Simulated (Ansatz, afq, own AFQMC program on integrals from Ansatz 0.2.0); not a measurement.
# O, triplet: AFQMC among the cluster methods

A free O atom.

Basis cc-pVQZ. Only valence electrons are correlated. Integrals, coupled cluster, full CI and functionals: Ansatz 0.2.0; the random walks run on the same integrals in our own AFQMC program. ph-AFQMC/CISD is guided by a CISD state made of CCSD amplitudes; releasing the constraint for a short imaginary time cuts its bias at the price of noise, slowly where states lie close. Free AFQMC starts from the CCSD state and is never constrained. Its projection time is finite, and what remains of the start isn't in its error. ± is one standard error of the sampling.

Determinant: UHF, the one that the program's search chose, which needn't be the lowest solution.

Full CI is exact in this basis; its frozen core comes from its own orbitals, which moves totals by up to a few meV.

Cautions: the released energies have errors that jump between times, so the bars are unsure, so no released level is given (meV from the phaseless value at times in 1/Eh: 5 ± 5 at 0.24, -1.3 ± 0.8 at 0.51, -4.1 ± 0.9 at 0.99, -0.7 ± 1.1 at 1.62, -2.3 ± 2.1 at 2.40), though the last usable value meets full CI within the noise; full CI with its own frozen core.

```
T1 diagnostic                               : 0.0064
weight of the determinant in the CISD state : 0.962
⟨S²⟩ of the determinant                     : 2.009
size of the correlated space                : 6 electrons in 54 orbitals
```

Reference: full CI, correlation energy -4.803 eV.

| level | E − E(reference) (kJ/mol) | share of correlation (%) |
| --- | --- | --- |
| HF | 463.5 | 0.00 |
| MP2 | 49.7 | 89.28 |
| CCSD | 10.3 | 97.77 |
| CCSD(T) | 0.7 | 99.86 |
| CCSDT | -0.2 | 100.04 |
| CCSDT(Q) | -0.4 | 100.08 |
| ph-AFQMC/HF | 7.7 ± 1.3 | 98.33 |
| ph-AFQMC/CISD | -0.1 ± 0.2 | 100.02 |
| free AFQMC | -0.5 ± 0.2 | 100.11 |

CCSDT and higher add their correlation energy to the determinant of the CCSD(T) run, since their own runs factorise the integrals more tightly (a shift of under 2 meV). Free projections are given only where their last times agree within the noise and don't stop above the reference; a slow remainder of the start can still hide under it. A walk keeps the symmetry of its determinant, which the program's search chose and which needn't be the lowest solution, so a lower state of the same spin and another symmetry isn't excluded.
